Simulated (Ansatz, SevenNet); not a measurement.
For diamond-structure Ge, the machine-learned potential SevenNet-0 (trained on PBE and PBE+U data) gives:

```
Property              Result
------------------  --------
lattice constant a   5.750 Å
bulk modulus B0     43.3 GPa
```

### Question
What does Hartree–Fock (Ansatz, an electronic-structure program, plane waves, PAW) give for the same quantities?

### Answer

- lattice constant a: 5.735 Å (drops by 0.3 %)
- bulk modulus: 83.4 GPa (increases by 93 %)

For comparison: lattice constant a 5.644 Å (measured, static lattice: zero-point anharmonic expansion removed; as tabulated in Mejia-Rodriguez and Trickey (2018), arXiv:1807.09216); bulk modulus 77.3 GPa (measured, low-temperature value with the zero-point effect removed, our sources range from 77.3 to 79.4; as tabulated in Tanner et al. (2021), arXiv:2110.11888).

Changes are worked out from the printed values.

Unless a cell is named, each level is at its own relaxed cell (SevenNet-0 23.76, Hartree–Fock 23.57 Å³/atom).

Ansatz's density-functional and Hartree–Fock values are scalar-relativistic unless marked +SOC, with PAW data made under PBE.
